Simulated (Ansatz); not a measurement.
Process, species as SMILES: [SH] (SH) → H atom + S atom
B3LYP-D3(BJ)/def2-TZVP geometries, fixed; electronic energies without zero-point terms.
Largest species:
```
S
H 1 1.3473
```
Charge 0, spin multiplicity 2.

Basis-set convergence of the atomisation energy at PBE with Ansatz (a first-principles code). All functions are spherical. The program fits the integrals of some runs and decomposes those of others, by size. Open shells are unrestricted. No added dispersion term, no relativity. Functions are those of the species that has most. Reference: the value in aug-cc-pV(5+d)Z, 88.12 kcal/mol, itself unsure by roughly 0.02 kcal/mol (its mean distance from pcseg-4, aug-pcseg-3, aug-cc-pV(Q+d)Z). Deviations are taken from unrounded values.

```csv
basis,functions,atomisation energy (kcal/mol),minus reference (kcal/mol)
pcseg-0,15,74.43,-13.69
pcseg-1,23,85.47,-2.65
aug-pcseg-1,36,86.24,-1.88
pcseg-2,48,87.46,-0.66
aug-pcseg-2,73,87.94,-0.17
pcseg-3,97,88.07,-0.05
aug-pcseg-3,138,88.10,-0.02
pcseg-4,166,88.10,-0.01
```

The smallest set listed that lies within 1 kcal/mol of the reference with all its larger relatives (same family, alike in diffuse functions; a set with none counts only in the reference's own line) is pcseg-2 (48 functions, -0.66 kcal/mol off).
